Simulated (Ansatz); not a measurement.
Isolated molecules relaxed with PBE0-D4/def2-TZVP in Ansatz; ΔE leaves out vibrations. CCSD(T)/CBS adds triple-zeta CCSD(T) − MP2 to the extrapolated MP2 energy (def2 sets, frozen cores). This one scheme is used for every species. DFT in def2-TZVPP. Triplets are unrestricted, without spin–orbit coupling.

`CC1C=C1` → `C1=CC1` + `[CH2]` (triplet)  (formal loss of a carbene)

| level | ΔE (kJ/mol) |
| --- | --- |
| r2SCAN0-D4 | 417.3 |
| r2SCAN | 419.5 |
| HF/def2-SVP | 304.2 |
| CCSD(T)/def2-TZVPP | 432.2 |

What does CCSD(T)/CBS give? (Best estimate.)

Computed: +443.7 kJ/mol. The listed levels differ from it by -26.4, -24.2, -139.5, -11.5 kJ/mol.

What do rigid-rotor, harmonic-oscillator terms from PBE0-D4/def2-TZVP frequencies (298.15 K, 1 bar) make of the CCSD(T)/CBS value? (Estimate.)

The calculation gave: ΔZPE = -28.0 kJ/mol, ΔH = +422.3 kJ/mol, ΔS = 157 J/(mol·K), ΔG = +375.5 kJ/mol. Open shells count their whole term as degenerate.

Largest T1 diagnostic among the species: 0.011.

Leaving LDA and LC-ωPBE aside and taking each functional with its dispersion term where it has one, the values, not all of them listed here, spread over 36.5 kJ/mol, from r2SCAN0-D4 to ωB97X-V. LDA lies +74.5 kJ/mol from PBE without D4. From PBE to PBE0 (25 % exact exchange), in def2-TZVPP and without D4, ΔE moves by −7.6 kJ/mol.
